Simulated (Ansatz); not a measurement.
The input, for Ansatz 0.2.0:

```yaml
crystal:
  periodic: [false, false, false]
  atoms:
    - {symbol: B, position_ang: [0.000000, -0.203796, 0.731699]}
    - {symbol: O, position_ang: [0.000000, 0.084016, -0.579305]}
    - {symbol: H, position_ang: [0.000000, 0.852259, 1.347434]}
basis:
  gaussian: {orbitals: cc-pVDZ}
magnetization: {spin_polarized: true, initial_magnetization: 0}
correlation: {method: ccsdtq, electrons: outside_noble_gas}
```

```sh
$ ansatz run in.yaml --threads 2 --pin off --events-out ev --progress --plain --max-ram 24576MiB --backend cuda --devices 0, --max-vram 18GiB
```

The program prints:

```
570 factors; integrals over basis functions are off by at most 1.6e-7 eV
mean field evaluation 1: about -2718.4754 eV, gradient 3.0e1 eV
mean field evaluation 2: about -2718.4770 eV, gradient 3.0e1 eV
mean field evaluation 4: about -2722.9290 eV, gradient 1.8e0 eV
mean field evaluation 8: about -2722.9724 eV, gradient 6.2e-3 eV
mean field evaluation 16: about -2723.5939 eV, gradient 1.4e-1 eV
mean field evaluation 32: about -2723.5943 eV, gradient 2.0e-6 eV
mean field evaluation 64: about -2723.5936 eV, gradient 1.3e-1 eV
mean field evaluation 96: about -2723.5509 eV, gradient 1.2e0 eV
mean field evaluation 128: about -2723.5943 eV, gradient 6.4e-4 eV
mean field evaluation 160: about -2721.0117 eV, gradient 7.7e0 eV
...
cycle  18  -8.08584047 eV  change   -9.7e-5 eV  update   3.4e-5
cycle  19  -8.08591364 eV  change   -7.3e-5 eV  update   2.1e-5
cycle  20  -8.08597647 eV  change   -6.3e-5 eV  update   1.4e-5
cycle  21  -8.08600170 eV  change   -2.5e-5 eV  update   7.8e-6
cycle  22  -8.08600767 eV  change   -6.0e-6 eV  update   4.7e-6
cycle  23  -8.08601425 eV  change   -6.6e-6 eV  update   2.7e-6
cycle  24  -8.08601951 eV  change   -5.3e-6 eV  update   2.0e-6
cycle  25  -8.08602476 eV  change   -5.3e-6 eV  update   1.2e-6
cycle  26  -8.08602642 eV  change   -1.7e-6 eV  update   7.5e-7
cycle  27  -8.08602634 eV  change    7.9e-8 eV  update   4.3e-7
Total energy: -2731.68036833 eV, -100.3874019367 hartree
```

For the same geometry and basis RCCSDTQ lies 0.2 meV lower.

Ran on 2 threads of AMD EPYC 7R13 with a shared H100 80 GB, shared host: 48 s wall, 0.86 GiB peak host memory.
